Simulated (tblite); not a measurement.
`N#C[C@@]1(C)[CH]S1` [radical] (doublet state). The geometry is computed with GFN2-xTB (gas phase). This method treats the open shell by occupation alone, without spin polarisation.

```
atom  x, y, z in Å
C1    -1.1460   -0.5678   -0.1223
C2     0.1930    0.0902    0.1015
C3     0.1872    1.5161    0.0688
N4     0.2196    2.6601    0.0200
C5     1.4339   -0.6139   -0.2378
S6     1.2464   -0.6322    1.4661
H7    -1.0438   -1.6481   -0.0512
H8    -1.5076   -0.3118   -1.1182
H9    -1.8758   -0.2256    0.6095
H10    2.3021   -0.2623   -0.7589
```

Question: Which two atoms are farthest apart?

Answer: N4···H7, 4.49 Å; the next longest distance is 4.40 Å.

Question: Where is the centre of mass (commonest isotopes), and what is the radius of gyration?

Answer: Mass 98.006 u; centre at (0.498, 0.201, 0.444) Å; Rg = √(Σ m r²/M) = 1.688 Å. As Ia + Ib + Ic = 2 Σ m r², the three principal moments sum to 558.4 u·Å².

Question: How far apart are these pairs, which share no bond: C2···H8, N4···S6, H7···H8, H7···H10, H8···H9, H8···H10?

Answer: C2···H8 2.131 Å (2 bonds apart); N4···S6 3.740 Å (3 bonds apart); H7···H8 1.772 Å (2 bonds apart); H7···H10 3.690 Å (4 bonds apart); H8···H9 1.769 Å (2 bonds apart); H8···H10 3.827 Å (4 bonds apart).

Question: How far are the heavy atoms from their best plane (unweighted least squares)?

Answer: 0.483 Å rms; C1 0.15, C2 0.07, C3 0.01, N4 0.04, C5 0.89, S6 0.76 Å (magnitudes).

Question: What are the angles H8–C1–H9, C2–C1–H7, H7–C1–H8, C1–C2–C3, C2–C5–S6?

Answer: From the scalar product of the two bond vectors; for H8–C1–H9 it is -0.3773 Å² over 1.0900 × 1.0887 Å², cos θ = -0.3179. H8–C1–H9 108.5°; C2–C1–H7 109.9°; H7–C1–H8 108.9°; C1–C2–C3 115.4°; C2–C5–S6 71.5°.

Question: Write the matrix of distances between heavy atoms (Å, lower triangle).

Answer: 
```
C1    0.000
C2    1.509  0.000
C3    2.481  1.426  0.000
N4    3.508  2.571  1.145  0.000
C5    2.583  1.467  2.487  3.501  0.000
S6    2.872  1.869  2.773  3.740  1.714  0.000
```

Its GFN2-xTB frequencies are all real (lowest 137 cm⁻¹).
